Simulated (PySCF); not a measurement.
Removal energies of Ar from EOM-IP-GCCSD

Reference: closed-shell Ar, [Ar]; one electron is removed. Calculated with PySCF 2.14, two-component X2C-1e with screened spin-orbit coupling, x2c-TZVPPall-2c with one added diffuse shell each of s, p, d type (6s7p4d1f, 54 functions); frozen 1s2; all 90 virtual spinors kept. No Breit or QED terms. Binding energies in eV.

| level | Koopmans | second order | EOM-CCSD | NIST |
| --- | --- | --- | --- | --- |
| 2p1/2 | 262.12 | 246.98 | 251.58 | n/a |
| 3s1/2 | 35.023 | 28.688 | 29.789 | 29.239 |
| 3p1/2 | 16.220 | 15.478 | 15.784 | 15.937 |
| 3p3/2 | 16.009 | 15.296 | 15.595 | 15.760 |

In EOM-CCSD the overlap with the one-orbital guess is low for 2p1/2 (weight 0.89), 3s1/2 (weight 0.75). That can mean mixing with two-hole, one-particle states, where second order and EOM-CCSD lose accuracy, or only a rotation among the degenerate components of the shell; the terms of those configurations are not listed.

Only part of the computed levels is shown.

The screened spin-orbit operator tends to give fine-structure splittings of light species too large.

Gaps of this size point to the basis (6s7p4d1f), which has few functions of high l to correlate and polarise the inner shells.

Where second order misses EOM-CCSD by more than 1 eV, it overshoots the relaxation and correlation of that hole or particle, which higher orders damp.
